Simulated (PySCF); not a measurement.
**Sulfur: a sound run and one with changed settings**

Sound run: S [Ne] 3s2 3p4, S⁺ [Ne] 3s2 3p3. All numbers are calculated (PySCF 2.14, no relativity, point nucleus, in def2-TZVP (5s5p2d1f, 37 functions)). In the sound run the correlated levels freeze [Ne]. The sound run starts from symmetry-adapted Hartree-Fock orbitals and uses a fine grid where one is needed.

Changed run: the spin-free X2C one-electron Hamiltonian (Gaussian nucleus). This setting is unsound on purpose.

```tsv
species	method	sound run (hartree)	changed run (hartree)	converged
S	UHF	-397.50196	-398.46559	yes
S	PBE	-397.93833	-398.90505	yes
S	M06-L	-398.10428	-399.06958	yes
S	MP2	-397.61612	-398.57979	yes
S	CCSD(T)	-397.64473	-398.60833	yes
S⁺	UHF	-397.16268	-398.12672	yes
S⁺	PBE	-397.55541	-398.52253	yes
S⁺	M06-L	-397.72827	-398.69387	yes
S⁺	MP2	-397.25032	-398.21434	yes
S⁺	CCSD(T)	-397.27393	-398.23787	yes
```

Ionisation energy of S:

```tsv
method	sound run (eV)	changed run (eV)
UHF	9.232	9.221
PBE	10.420	10.409
M06-L	10.232	10.223
MP2	9.954	9.945
SCS-MP2	10.028	10.019
CCSD	10.058	10.049
CCSD(T)	10.090	10.081
```

Most of the change in total energy is the relativistic energy itself. On top of that the contraction fixes the core shape for the Hamiltonian it was made with, so the changed run is not a good calculation with the other Hamiltonian either.

For comparison, NIST gives 10.360 eV between the lowest levels.
